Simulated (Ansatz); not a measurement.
Theory: Ansatz, DFT, LDA (PW92), plane waves (420 eV) with PAW, scalar-relativistic. The PAW files were generated under PBE, with cores re-solved for the functional.

An element in the bcc structure gives this curve. The cell is scaled uniformly from the relaxed one, with fractional coordinates and shape fixed. Energies are extrapolated to zero smearing, pressures are those at the given smearing. Magnetic state: spin not included.

```
V (Å³/atom)  E − E₀ (meV/atom)  P (GPa)
     13.562              287.1    55.51
     14.178              118.3    33.09
     14.795               27.4    14.83
     15.411               -0.1    -0.05
     16.028               24.3   -12.17
     16.644               90.9   -22.02
     17.261              191.7   -29.99
```

Q: Which element is it?
A. rhenium
B. tungsten
C. iridium
D. silver

A: B. Its fit is V₀ = 15.41 Å³/atom, B₀ = 335 GPa, B₀′ = 4.1.
